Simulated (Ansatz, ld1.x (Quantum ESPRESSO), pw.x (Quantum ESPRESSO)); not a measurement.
What a changed setting does to a pw.x run (bcc K)

Potential: ultrasoft, ld1.x (Quantum ESPRESSO) 7.5, PBE; core [Ne], reference 3s2 3p6 4s1 4p0; waves: 3s (bound): rcut 2.40, rcutus 2.60 bohr; 4s (bound): rcut 2.40, rcutus 2.60 bohr; 3p (bound): rcut 2.00, rcutus 3.06 bohr; 4p (bound, empty): rcut 2.00, rcutus 3.06 bohr; 3d channel at 0.4 Ry: rcut 2.50, rcutus 2.80 bohr; 3d channel at 0.95 Ry: rcut 2.50, rcutus 2.80 bohr; local part: all-electron potential smoothed inside 2.00 bohr (lloc = -2); core correction: none; augmentation: PSQ, radius 1.85 bohr.

The reference run (k-mesh 9³, cutoffs 40/320 Ry, Fermi–Dirac 0.01 Ry, mixing_beta 0.4, conv_thr 1e-9, no spin) gives 0.00 GPa at 74.315 Å³/atom, where all-electron LAPW gives -0.01 GPa. This run, with its own iteration cap, changes nbnd to 3, a wrong or extreme entry chosen on purpose.

```
&control
  calculation='scf', prefix='x', pseudo_dir='./', outdir='./tmp', tstress=.true., disk_io='none'
/
&system
  ibrav=0, nat=1, ntyp=1, ecutwfc=40, ecutrho=320, nbnd=3,
  occupations='smearing', smearing='fd', degauss=0.01
/
&electrons
  conv_thr=1e-09, mixing_beta=0.4, electron_maxstep=70
/
ATOMIC_SPECIES
K 1.0 K.UPF
CELL_PARAMETERS angstrom
  -2.64853366 2.64853366 2.64853366
  2.64853366 -2.64853366 2.64853366
  2.64853366 2.64853366 -2.64853366
ATOMIC_POSITIONS crystal
K 0.0000 0.0000 0.0000
K_POINTS automatic
9 9 9 0 0 0
```

```bash
pw.x < K.scf.in > K.scf.out
```

Question: How does the run end?

Answer: It stops with "setup: too few bands". There must be at least as many bands as half the electrons, and more with smearing.

```
Error in routine setup (1):
     too few bands
```

The run took about 0.1 s on one core of a shared host (Neoverse-V2, 32 threads, 247 GiB, load 22).
